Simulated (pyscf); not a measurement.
H₂N–B(Cl)–Cl + HCl -> H₂N–B(Cl)–Cl + HCl (four-centre exchange; singlet surface; H–N, Cl–H broken, H–N, Cl–H formed). Single points on ωB97X-D3(BJ)/def2-SVP structures (PySCF, gas phase). Energies in kcal/mol from the separated reactants.

```json
[
 {"level": "PBE/def2-TZVP", "barrier": "…", "reaction energy": "0.0"},
 {"level": "B3LYP-D3(BJ)/def2-TZVP", "barrier": "…", "reaction energy": "0.0"},
 {"level": "PBE0-D3(BJ)/def2-TZVP", "barrier": "27.9", "reaction energy": "0.0"},
 {"level": "M06-2X/def2-TZVP", "barrier": "31.4", "reaction energy": "0.0"},
 {"level": "ωB97M-D3(BJ)/def2-TZVP", "barrier": "31.0", "reaction energy": "0.0"},
 {"level": "HF/def2-TZVP", "barrier": "41.2", "reaction energy": "0.0"}
]
```

**Question.** What belongs in the gaps?

**Answer.** 
- PBE/def2-TZVP, barrier: 26.9
- B3LYP-D3(BJ)/def2-TZVP, barrier: 29.0

The functionals in the table span 4.5 kcal/mol in this barrier, from PBE to M06-2X. The same reactants have a lower exit, to Cl–B(Cl)–Cl + NH₃ (barrier +17.9 kcal/mol at ωB97M-D3(BJ)/def2-TZVP, against +31.0 kcal/mol here). This is the saddle that the search found; another between the same sides may lie lower.
